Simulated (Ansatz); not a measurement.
**A computed series for GaAs: pressure series**

Take GaAs in the zinc blende structure (space group F-43m, No. 216; a = 5.6590 Å) as the base.

Cell and atoms are relaxed at each pressure.

Computed with plane-wave PAW DFT at the PBEsol level (Ansatz, a program for electronic structure, 420 eV), no SOC.

```csv
P (GPa),V (Å³/atom)
-1.99,23.369
-0.99,22.994
0.90,22.369
2.10,22.019
4.51,21.398
9.00,20.446
15.00,19.450
22.49,18.478
29.99,17.700
```

A third-order Birch–Murnaghan fit to these points gives V₀ = 22.66 Å³/atom, B₀ = 70 GPa and B₀′ = 4.5. At pressure 30 GPa the volume is 78.1 % of V₀.

Measured bulk modulus of GaAs: 76.7 GPa (static lattice; corrected from measurement; as listed in Daniel Mejia-Rodriguez, S. B. Trickey, Phys. Rev. B (2018)); the computed value is 9 % below it.

Between the base and pressure 4.5 GPa the gap moves from 0.42 eV to 0.85 eV, a mean slope of 96 meV/GPa.

Load acts through the strain it causes; cell and atoms are relaxed under it. Whether these cells are dynamically stable was not tested. Measured, GaAs leaves this structure (for a Cmcm phase) near 15 GPa (room temperature; as listed in arXiv:1906.07825).
